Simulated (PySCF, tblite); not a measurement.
## Complex of hydrogen sulfide and chloride

A gas-phase complex of hydrogen sulfide and chloride; charge -1, singlet. The structure comes from a short search (6 tight-binding starts) and was relaxed by PBE0-D3(BJ)/def2-TZVPD; another way of binding may lie lower. Frequencies by PBE0-D3(BJ)/def2-TZVPD show no clear imaginary mode.

```
part              name  SMILES  atoms  charge  multiplicity
   1  hydrogen sulfide       S    1–3       0             1
   2          chloride   [Cl-]      4      -1             1
```

Coordinates in Å:
```
S1      0.022    0.582    0.220
H2     -1.114   -0.111    0.050
H3      0.820   -0.455   -0.369
Cl4     1.865   -1.866   -1.170
```

| contact | kind (by geometry) | distance (Å) | angle (°) |
| --- | --- | --- | --- |
| H3···Cl4 | hydrogen bond | 1.930 | 179 |

Interaction energies are complex less parts, with the parts frozen as they stand in it; counterpoise-corrected, in kcal/mol (PySCF). The CCSD(T) estimate is Hartree-Fock/aug-cc-pVQZ, plus the MP2 correlation part extrapolated as X⁻³ from aug-cc-pVTZ and aug-cc-pVQZ, plus CCSD(T) less MP2 in aug-cc-pVDZ; noble-gas cores are frozen. It isn't the exact limit.

| level | interaction | superposition error removed |
| --- | --- | --- |
| Hartree-Fock/aug-cc-pVQZ | -8.68 | - |
| wB97M-D3(BJ)/def2-TZVPD | -14.22 | -0.10 |
| PBE0-D3(BJ)/def2-TZVPD | -17.37 | -0.12 |
| MP2/aug-cc-pVQZ | -16.16 | -0.61 |

What does CCSD(T) at its estimated basis limit give, and which of these levels comes nearest?

-14.95 kcal/mol. wB97M-D3(BJ)/def2-TZVPD is nearest, off by +0.73; the errors are Hartree-Fock/aug-cc-pVQZ +6.27, wB97M-D3(BJ)/def2-TZVPD +0.73, PBE0-D3(BJ)/def2-TZVPD -2.42, MP2/aug-cc-pVQZ -1.21.

What holds them together? Decompose the wB97M-D3(BJ)/def2-TZVPD energy: frozen parts, their antisymmetrised product, then relaxation.

electrostatic -23.9, Pauli repulsion +33.5, orbital relaxation -23.0, dispersion correction -0.9 kcal/mol, which sum to the value before the counterpoise correction; the Pauli term holds the exchange-correlation of the frozen density too. Of the attraction, 50 % is electrostatic, 48 % is orbital relaxation, 2 % is dispersion correction.

The parts were also relaxed and run alone, at the levels used for the complex: vibrations by PBE0-D3(BJ)/def2-TZVPD; shieldings by PBE0/aug-pcSseg-2; core levels by delta-SCF with SCAN, aug-pcX-2 on the ionised atom and aug-pcseg-1 elsewhere, spin-free X2C (2p3/2 is the spin-free 2p value less a third of a first-order spin-orbit splitting).

What does binding change?


| property | alone | in the complex | change |
| --- | --- | --- | --- |
| S1–H3 bond (Å) | 1.342 | 1.435 | +0.093 |
| stretch carried by H3 (cm⁻¹, harmonic) | 2724, 2738 | 1719 | -1012 from the mean |
| its infrared intensity (km/mol) | 0, 0 | 3421 |  |
| shielding of H3 (ppm) | 30.57 | 17.18 | -13.39 |
| shielding of Cl4 (ppm) | 1149.3 | 932.6 | -216.6 |
| shielding of S1 (ppm) | 717.2 | 696.3 | -20.8 |
| S1 2p3/2 core level (eV) | 170.39 | 164.44 | -5.95 |
| Cl4 2p3/2 core level (eV) | 196.90 | 198.00 | +1.10 |

Density functionals tend to overstate the lengthening and the red shift of so strongly bound an X–H bond.

What are the binding energy from relaxed parts (wB97M-D3(BJ)/def2-TZVPD), and ΔH and ΔG of association at 298.15 K and 1 atm?

-11.75 kcal/mol, -11.55 with zero-point energy; ΔH -12.3 and ΔG -6.2 kcal/mol, from harmonic vibrations by PBE0-D3(BJ)/def2-TZVPD with low modes damped.

The 6 runs behind this took 3 min in all, one thread each of Arm Neoverse N1 on a shared host, launched as `OMP_NUM_THREADS=1 python cluster_run.py task.json out`.
